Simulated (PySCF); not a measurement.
## Worked example for hydroperoxo: electron affinity to the singlet anion

Structure: `[O]O` (HO2•). The parent is a doublet.

Level of theory: PBE0-D3(BJ)/ma-def2-TZVP single points in PySCF, grid level 2; every species was optimised with PBE0-D3(BJ)/ma-def2-SVP. The prefix ma- adds one diffuse s and one diffuse p function on all atoms but H. Zero-point energies come from unscaled PBE0-D3(BJ)/ma-def2-SVP harmonic frequencies.

| state | structure | E / Eh |
| --- | --- | --- |
| parent | parent | -150.818335 |
| singlet anion | parent | -150.825746 |
| singlet anion | singlet anion | -150.843449 |
| parent | singlet anion | -150.800938 |

Zero-point energy of the singlet anion less that of the parent: -0.030 eV. 1 Eh = 27.2114 eV.

Question: Work out the vertical and adiabatic electron affinity.

Answer: Vertical: (-150.818335) − (-150.825746) = 0.007411 Eh = 0.20 eV. Adiabatic: 0.025114 Eh = 0.683 eV, and 0.71 eV with zero-point energy.

Question: And the inner reorganisation energy of self-exchange?

Answer: The singlet anion relaxes by 481.7 meV and the parent by 473.4 meV, so λ = 955 meV.
